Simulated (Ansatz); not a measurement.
# Si2Cl+ (quintet): the correlation ladder, def2-QZVPP

The task here is to estimate one member of a computed series from the others.

Computed with Ansatz 0.2.0, Gaussian basis. Level: def2-QZVPP, core rule «outside noble gas», up to 15 orbitals frozen.

To be run: UHF; ROHF; CCSD(T) on UHF.

### What is computed

The geometry is a PBE0/def2-TZVP stationary point (not a proven minimum) of the parent state, kept for this charge and spin.

3 atoms, charge 1, spin multiplicity 5.

Atoms are counted from 1 here; the program's logs count them from 0.

Bond lengths: Cl1–Si2 2.077 Å, Si2–Si3 2.325 Å. Angles: Cl1–Si2–Si3 112.0°.

Geometry (Å):

```xyz
3
charge 1, multiplicity 5
Cl    0.00000   -0.36969    1.63503
Si    0.00000    0.84989   -0.04656
Si    0.00000   -0.38322   -2.01738
```

The first run:

Contents of in.yaml:

```yaml
crystal:
  periodic: [false, false, false]
  atoms:
    - {symbol: Cl, position_ang: [0.000000, -0.369686, 1.635032]}
    - {symbol: Si, position_ang: [0.000000, 0.849888, -0.046560]}
    - {symbol: Si, position_ang: [0.000000, -0.383225, -2.017380]}
basis:
  gaussian: {orbitals: "def2-QZVPP.json"}
total_charge: 1
magnetization: {spin_polarized: true, initial_magnetization: 4}
hamiltonian: {xc: hf}
output: {orbitals: {seedname: orbitals}}
```

Command:

```console
ansatz run in.yaml --threads 1 --pin off --events-out ev --progress --plain --max-ram 2393MiB
```

Steps of the session up to this table: UHF; ROHF; CCSD(T) on UHF.

One of the session's tables, all rows but one given; the rest of the session is left out.

| method | from UCCSD(T) (meV) |
| --- | --- |
| ROHF | +10779.1 |
| UHF | +10706.4 |
| UMP2 | ? |
| UCCSD | +612.3 |
| UCCSD(T) | 0 |

Estimate the missing values for UMP2.

**Answer.** from UCCSD(T) (meV): +1533.4. In the column «from UCCSD(T) (meV)» it lies between UCCSD (+612.3) and UHF (+10706.4).
